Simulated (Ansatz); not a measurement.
in.yaml

```yaml
crystal:
  periodic: [false, false, false]
  atoms:
    - {symbol: Ta, position_ang: [0.012202, -0.000067, 0.164080]}
    - {symbol: N, position_ang: [-0.152672, 0.008307, -1.779830]}
    - {symbol: H, position_ang: [-0.076051, 0.805687, -2.370560]}
    - {symbol: H, position_ang: [0.007057, -0.909190, -2.352346]}
basis:
  gaussian: {orbitals: def2-SVP}
magnetization: {spin_polarized: true, initial_magnetization: 4}
hamiltonian: {xc: {name: r2SCAN}}
correlation: {method: ccsd_t, electrons: outside_noble_gas}
```

```sh
$ ansatz run in.yaml --threads 1 --pin off --events-out ev --progress --plain --max-ram 2393MiB
```

Problem. Roughly how long does this take on 1 thread of Intel Xeon 6975P-C, shared host, and how much host memory?

Solution. 8.5 s wall and 0.23 GiB.

```
564 factors; integrals over basis functions are off by at most 1.1e-3 eV
mean field evaluation 1: about -3061.7277 eV, gradient 4.2e1 eV
mean field evaluation 2: about -3061.7263 eV, gradient 4.2e1 eV
mean field evaluation 4: about -3067.5637 eV, gradient 1.6e1 eV
mean field evaluation 8: about -3069.4705 eV, gradient 3.8e-1 eV
mean field evaluation 16: about -3069.4709 eV, gradient 8.7e-4 eV
mean field evaluation 32: about -3069.3677 eV, gradient 8.4e-1 eV
mean field evaluation 64: about -3069.4678 eV, gradient 2.0e-1 eV
mean field evaluation 96: about -3048.3270 eV, gradient 1.9e1 eV
mean field -3069.47085470 eV, -112.8009733480 hartree, gradient 6.2e-6 eV, S^2 6.019867; 10 other end points of the search recorded, 0 dependent functions left out
5 core orbitals not correlated: weight in the atoms' cores, before any rotation towards them, 0.988 or more for the frozen orbitals, at most 0.008 for the correlated occupied ones
reference -3044.12997873 eV, -111.8697133330 hartree; 8, 4 occupied and 43, 47 virtual orbitals, 564 factors
second order -7.05515009 eV of doubles, -0.33365168 eV of singles
cycle   1  -7.05892799 eV  change    3.2e-1 eV  update   1.0e-1
cycle   2  -7.30765428 eV  change   -2.5e-1 eV  update   4.9e-2
cycle   3  -7.38679385 eV  change   -7.9e-2 eV  update   1.5e-2
cycle   4  -7.39501528 eV  change   -8.2e-3 eV  update   7.5e-3
cycle   5  -7.39500686 eV  change    8.4e-6 eV  update   4.4e-3
cycle   6  -7.39543453 eV  change   -4.3e-4 eV  update   2.3e-3
cycle   7  -7.39567371 eV  change   -2.4e-4 eV  update   1.2e-3
cycle   8  -7.39631862 eV  change   -6.4e-4 eV  update   6.5e-4
cycle   9  -7.39640033 eV  change   -8.2e-5 eV  update   3.5e-4
cycle  10  -7.39626887 eV  change    1.3e-4 eV  update   2.1e-4
cycle  11  -7.39637395 eV  change   -1.1e-4 eV  update   1.4e-4
cycle  12  -7.39631678 eV  change    5.7e-5 eV  update   9.3e-5
cycle  13  -7.39635770 eV  change   -4.1e-5 eV  update   5.8e-5
cycle  14  -7.39635497 eV  change    2.7e-6 eV  update   3.4e-5
cycle  15  -7.39634413 eV  change    1.1e-5 eV  update   2.3e-5
cycle  16  -7.39634155 eV  change    2.6e-6 eV  update   1.7e-5
cycle  17  -7.39634392 eV  change   -2.4e-6 eV  update   1.3e-5
perturbative correction -0.27194240 eV, -0.0099936989 hartree
Total energy: -3051.79826505 eV, -112.1515176576 hartree
```
